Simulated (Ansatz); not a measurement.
A trace of molecular dynamics of CH8Si (10 atoms, charge 0, multiplicity 1).

The calculation used RKS PBE-D4/6-31G* in Ansatz 0.2.0.

| Item | Value |
| --- | --- |
| ensemble | NVE (velocity Verlet) |
| starting velocities drawn for | 100 K |
| seed | 2462 |

```tsv
time (fs)	T (K)	potential energy less start (eV)	conserved less start (meV/atom)
0.0	100	0.000	0.00
4.0	40	0.062	0.05
8.0	45	0.057	0.03
12.0	90	0.011	0.06
16.0	337	-0.245	0.00
20.0	732	-0.653	0.01
24.0	1283	-1.223	0.03
28.0	1836	-1.795	-0.03
32.0	2273	-2.248	-0.07
36.0	2530	-2.513	0.01
40.0	2807	-2.799	0.03
44.0	3041	-3.042	0.01
48.0	3208	-3.214	-0.07
52.0	3060	-3.061	0.03
56.0	2994	-2.992	0.03
60.0	3050	-3.051	0.01
64.0	3192	-3.198	-0.06
68.0	3137	-3.140	0.02
72.0	3037	-3.036	0.03
76.0	2976	-2.974	0.03
80.0	3121	-3.124	-0.04
84.0	3147	-3.151	0.01
88.0	3071	-3.072	0.03
92.0	3001	-2.999	-0.01
96.0	3010	-3.009	-0.01
100.0	3120	-3.123	0.00
```

Q: Is this trajectory sound?

A: The conserved energy stayed within 0.076 meV per atom of its start (net change -0.0015 meV per atom), so the integration is sound. The system heated up, since it started high on the potential surface and ran downhill. A run of 0.1 ps of so small a system gives no equilibrium averages. The orbitals stay closed-shell, which can raise the energy where a bond breaks towards radicals; this wasn't checked here. The time step was 0.5 fs.

Time of the run: 4.5 min on 1 thread of Arm Neoverse V1, with other jobs on the host, peak memory 0.097 GiB.
